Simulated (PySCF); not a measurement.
## How methods differ on the ionisation energy of He

He 1s2 (1S) → He⁺ 1s1 (2S), as a difference of total energies. Computed with PySCF 2.14 in aug-cc-pVDZ-DK, with the spin-free X2C one-electron Hamiltonian (Gaussian nucleus). Correlated levels: valence: nothing frozen. The calculations carry no spin-orbit coupling.

```tsv
method	ionisation energy (eV)
UHF	23.438
B3LYP	24.914
PBE	24.443
MP2 (valence)	24.172
SCS-MP2 (valence)	24.319
CCSD (valence)	24.359
```

Errors of the correlated levels include the incompleteness of this basis.

With two correlated electrons CCSD is exact in that space.

Which method comes closest to the reference value, and which is furthest?

The reference is 24.587 eV (measured; NIST Atomic Spectra Database, ionization energies). Closest: PBE (error -0.144 eV); furthest: UHF (error -1.149 eV).
